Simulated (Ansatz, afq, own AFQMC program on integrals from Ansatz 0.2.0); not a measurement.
## CHB, singlet in 6-31G, levels against full CI

```xyz
3

B    -0.5676    0.0000    0.4772
C     0.4874    0.0000   -0.5381
H     0.2806    0.0000    1.2934
```

Connectivity, by distances: BH–C.

Basis 6-31G. Noble-gas cores (and the filled d shells of Ga–Kr and In–Xe) are frozen. Ansatz 0.2.0 and our own AFQMC program on the same integrals; the CISD trial comes from CCSD amplitudes, and released means the phaseless constraint is let go. Error bars are statistical, one sigma.

Determinant: RHF, the one that the program's search chose, which needn't be the lowest solution. The geometry is a point of a scan.

Full CI on the same integrals is exact in this basis and with this determinant's frozen core.

Cautions: higher spins were not checked; restricted determinant unstable towards unrestricted (UHF 1.98 eV lower, ⟨S²⟩ 1.31); strong correlation (T1 0.112, weight of the determinant 0.71, largest double 0.22); (T) is large, 9 % of the CCSD correlation; the released energies are still falling, so no released level is given (meV from the phaseless value at times in 1/Eh: -20 ± 4 at 0.24, -41 ± 4 at 0.51, -65 ± 3 at 0.99, -82 ± 5 at 1.62, -89 ± 5 at 2.40); the ph-AFQMC/CISD walk drifts between its halves (2.1 errors); CCSDTQ on the UHF determinant differs (349 meV lower), perhaps since the unrestricted series falls towards higher spin.

```
T1 diagnostic                               : 0.1121
weight of the determinant in the CISD state : 0.706
size of the correlated space                : 8 electrons in 18 orbitals
```

Reference: full CI, correlation energy -5.502 eV. The cautions show a poor starting determinant, so the rows tell how each method copes with it here, and full CI is the sure value.

```
        level  E − E(reference) (mEh)  share of correlation (%)
           HF                  202.18                      0.00
          MP2                   51.85                     74.36
         CCSD                   16.65                     91.76
      CCSD(T)                   -0.39                    100.19
        CCSDT                    1.22                     99.39
     CCSDT(Q)                   -0.91                    100.45
       CCSDTQ                    0.21                     99.90
ph-AFQMC/CISD             4.71 ± 0.16                     97.67
```

CCSDT and higher add their correlation energy to the determinant of the CCSD(T) run, since their own runs factorise the integrals more tightly (a shift of under 2 meV). A walk keeps the symmetry of its determinant, which the program's search chose and which needn't be the lowest solution, so a lower state of the same spin and another symmetry isn't excluded.
